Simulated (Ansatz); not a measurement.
# CH5BN+ (SMILES B[NH+]=C): one structure at several levels

An exercise on one series of results from a longer session: the logs are not shown, and one member is left open.

Program: Ansatz 0.2.0, Gaussian basis. Level of theory: single points in def2-TZVPP. These are calculated values, not measurements.

Cores are frozen in the correlated methods.

## The system as given

SMILES `B[NH+]=C`, 8 atoms, charge 1, spin multiplicity 1.

Atoms are counted from 1 here; the program's logs count them from 0.

Bond lengths: B1–N2 1.464 Å, B1–H4 1.165 Å, B1–H5 1.070 Å, N2–C3 1.280 Å, N2–H6 1.035 Å, C3–H7 0.975 Å, C3–H8 1.199 Å. Angles: N2–B1–H4 120.1°, N2–B1–H5 117.4°, H4–B1–H5 122.2°, B1–N2–C3 124.6°, B1–N2–H6 121.8°, C3–N2–H6 113.2°, N2–C3–H7 124.4°, N2–C3–H8 120.6°, H7–C3–H8 115.0°.

Geometry (Å):

```xyz
8
CH5BN
B    -0.91840    0.60210   -0.68050
N     0.20310    0.36810    0.23170
C     0.73220   -0.77560    0.45610
H    -1.43880   -0.29600   -1.20850
H    -1.28520    1.60400   -0.76390
H     0.71620    1.14910    0.67630
H     0.43550   -1.60970    0.04770
H     1.66640   -0.88020    1.20080
```

The first run:

The input, run/in.yaml:

```yaml
crystal:
  periodic: [false, false, false]
  atoms:
    - {symbol: B, position_ang: [-0.918400, 0.602100, -0.680500]}
    - {symbol: N, position_ang: [0.203100, 0.368100, 0.231700]}
    - {symbol: C, position_ang: [0.732200, -0.775600, 0.456100]}
    - {symbol: H, position_ang: [-1.438800, -0.296000, -1.208500]}
    - {symbol: H, position_ang: [-1.285200, 1.604000, -0.763900]}
    - {symbol: H, position_ang: [0.716200, 1.149100, 0.676300]}
    - {symbol: H, position_ang: [0.435500, -1.609700, 0.047700]}
    - {symbol: H, position_ang: [1.666400, -0.880200, 1.200800]}
basis:
  gaussian: {orbitals: def2-TZVPP}
total_charge: 1
correlation: {method: ccsd_t}
output: {forces: true}
```

The command line of these runs was not kept.

Steps of the session up to this table: CCSD(T)/def2-TZVPP; PBE0-D4/def2-TZVPP; wB97M-V/def2-TZVPP; r2SCAN-D4/def2-TZVPP; PBE-D4/def2-TZVPP; SPW92/def2-TZVPP; B97M-V/def2-TZVPP.

One of the session's tables, all rows but one given; the rest of the session is left out.

```
   method  RMS force component (eV/Å)  angle to CCSD(T) forces (°)
  CCSD(T)                       2.163                    reference
  PBE0-D4                       2.180                          5.6
  wB97M-V                       2.136                          4.0
r2SCAN-D4                       2.148                          3.7
   PBE-D4                       2.159                          5.1
    SPW92                       2.211                         11.2
   B97M-V                           ?                            ?
```

Estimate the missing values for B97M-V.

The run gave: RMS force component (eV/Å): 2.117; angle to CCSD(T) forces (°): 4.6. In the column «RMS force component (eV/Å)» it is the lowest.

To keep in mind: CCSD(T) in triple zeta still lacks some correlation energy of the bonds, so part of these gaps is its own basis error and they don't rank the functionals.
